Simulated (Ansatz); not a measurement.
A nudged elastic band was laid between two geometries of C₃H₇NS (12 atoms, charge 0, multiplicity 1).

Level of theory: Ansatz, RKS PBE-D4/def2-SVP.

```json
{"movable images": "5", "climbing image": "yes", "spring": "5.0 eV/Å²", "optimiser": "quadratic models (default)", "start path": "IDPP", "force threshold": "0.05 eV/Å", "iteration limit": "60", "end points": "relaxed"}
```

Initial state:

```xyz
12
Properties=species:S:1:pos:R:3
N -1.681 -0.354 0.461
C -0.313 -0.771 0.349
C 0.784 0.100 0.884
C 0.716 -0.145 -0.615
S 0.116 1.144 -1.719
H -1.752 0.648 0.234
H -2.248 -0.837 -0.250
H -0.190 -1.858 0.494
H 0.494 1.103 1.239
H 1.616 -0.354 1.445
H 1.472 -0.816 -1.056
H 1.062 2.085 -1.432
```

Final state:

```xyz
12
Properties=species:S:1:pos:R:3
N -1.611 -0.242 0.346
C -0.249 -0.692 0.340
C 0.805 0.079 1.079
C 0.882 0.004 -0.439
S 0.530 1.526 -1.331
H -1.626 0.778 0.202
H -2.105 -0.639 -0.465
H -0.163 -1.793 0.376
H 0.502 1.044 1.520
H 1.567 -0.461 1.661
H 1.683 -0.618 -0.875
H -0.140 0.959 -2.379
```

(1) Which bonds break or form, and what moves?

(2) What energy profile does the band end with?

(3) What is the geometry of the highest image?

(4) What are the harmonic wavenumbers there?

## Answers

(1) No bond is made or broken. The dihedral H11–C4–S5–H12 goes from -88 to 75°.

(2) The forces met the threshold. The highest image is number 3 of 0 to 6, 0.143 eV above the first end and 0.164 eV above the last; the last end lies 0.022 eV below the first. A vibrational analysis at the climbing image gives one clearly imaginary mode, 246i cm⁻¹: a first-order saddle point.

```csv
image,path coordinate (Å),energy (eV),dihedral H11–C4–S5–H12 (°)
0,0.00,0.000,-88
1,0.59,0.027,-66
2,1.18,0.092,-38
3,1.77,0.143,-2
4,2.28,0.089,30
5,2.79,0.008,56
6,3.30,-0.022,75
```

(3) 
```xyz
12
Properties=species:S:1:pos:R:3:forces:R:3
N -1.677 -0.531 0.195 0.00 0.00 -0.01
C -0.271 -0.806 0.289 0.00 0.00 0.01
C 0.621 0.095 1.108 0.01 0.00 0.00
C 0.775 0.075 -0.396 -0.01 -0.01 0.01
S 0.152 1.467 -1.386 0.00 0.01 0.00
H -1.899 0.397 0.573 0.00 0.00 0.00
H -1.970 -0.515 -0.792 0.00 0.00 0.00
H -0.032 -1.886 0.313 0.00 0.00 0.00
H 0.159 0.991 1.557 0.00 0.00 0.00
H 1.417 -0.351 1.724 0.00 0.00 0.00
H 1.672 -0.402 -0.819 0.00 0.00 0.00
H 1.129 1.412 -2.331 0.00 0.00 0.00
```

(4) 246i, 104, 198, 284, 411, 506, 643, 747, 765, 841, 862, 899, 984, 1013, 1018, 1062, 1122, 1195, 1244, 1256, 1351, 1416, 1578, 2627, 3039, 3048, 3108, 3144, 3403, 3493 cm⁻¹.

Time of the run: 100 s on 2 threads of Arm Neoverse V1, with other jobs on the host, peak memory 0.15 GiB.
